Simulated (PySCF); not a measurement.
**Basis-set dependence of excited states**

Compound: C5H10O.
Bonds: C1–C2 (double), C2–C3, C3–C4, C2–C5, C5–O6. Hydrogens: H7, H8 on C1; H9, H10 on C3; H11, H12, H13 on C4; H14, H15 on C5; H16 on O6.

TDDFT with PBE0 (PySCF), vertical singlets, core orbitals frozen in the response, spherical d and f functions. The structure is a single PBE0-D3(BJ)/def2-SVP conformer in the gas phase; no vibrational or solvent corrections.

| basis | functions | diffuse | S1 (eV) | S2 (eV) | S3 (eV) | S4 (eV) | S5 (eV) | LUMO (eV) | α (au) |
| --- | --- | --- | --- | --- | --- | --- | --- | --- | --- |
| 6-31G* | 104 | no | 6.95 | 7.60 | 8.12 | 8.24 | 8.53 | 0.79 | 55.8 |
| 6-31+G* | 128 | yes | 6.34 | 6.50 | 6.83 | 7.02 | 7.06 | 0.08 | 63.7 |
| def2-SVP | 134 | no | 6.82 | 7.42 | 7.61 | 8.00 | 8.09 | 0.50 | 58.1 |
| def2-SVPD | 203 | yes | 6.61 | 6.75 | 7.07 | 7.32 | 7.36 | 0.20 | 67.6 |
| aug-cc-pVDZ | 228 | yes | 6.03 | 6.30 | 6.61 | 6.65 | 6.81 | -0.16 | 69.4 |
| def2-TZVP | 246 | no | 6.73 | 7.01 | 7.18 | 7.50 | 7.69 | 0.28 | 65.6 |

Q: Compare the sets with the largest diffuse one.

A: States are compared by their number. Against the largest diffuse basis here (aug-cc-pVDZ, itself not a converged limit), sets without diffuse functions differ by up to 0.92 eV in S1 and 1.73 eV in S5; the smaller diffuse sets differ by up to 0.57 and 0.55 eV. S1 is led by HOMO-1→LUMO (67%) in 6-31G* and by HOMO→LUMO (77%) in aug-cc-pVDZ. S1 is led by HOMO-1→LUMO (62%) in def2-SVP and by HOMO→LUMO (77%) in aug-cc-pVDZ. State by state, the largest deviation of a set without diffuse functions is S1 0.92, S2 1.30, S3 1.50, S4 1.59, S5 1.73 eV. The same number needn't mean the same state in each row. Against aug-cc-pVDZ the polarisability deviates by -20% in 6-31G*, -8% in 6-31+G*, -16% in def2-SVP, -2% in def2-SVPD, -5% in def2-TZVP. A single + in a Pople set puts diffuse functions on heavy atoms only.
